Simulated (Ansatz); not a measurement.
# Sb₂Se₃ (Pnma, No. 62)

Level of theory: PBE in Ansatz (plane waves, PAW).

Settings: plane-wave cutoff 500 eV, 4×10×4 k mesh (along the axes of the cell as run), Fermi–Dirac smearing 0.05 eV, scalar-relativistic PAW data made under PBE.

Cell: relaxed at this level.

```json
{
 "volume_per_atom": "29.97 Å³/atom",
 "band_gap": "0.81 eV (on the SCF k mesh)"
}
```

Note: the relaxation could not lower the start's symmetry, so the cell can be a saddle point above a distorted one; the volume lies 11 % above that of the published cell.

Spin–orbit coupling is not included; with these elements it can move the gap by several tenths of an eV or more.

Static lattice: no zero-point or thermal effects.

Ansatz is a first-principles code.
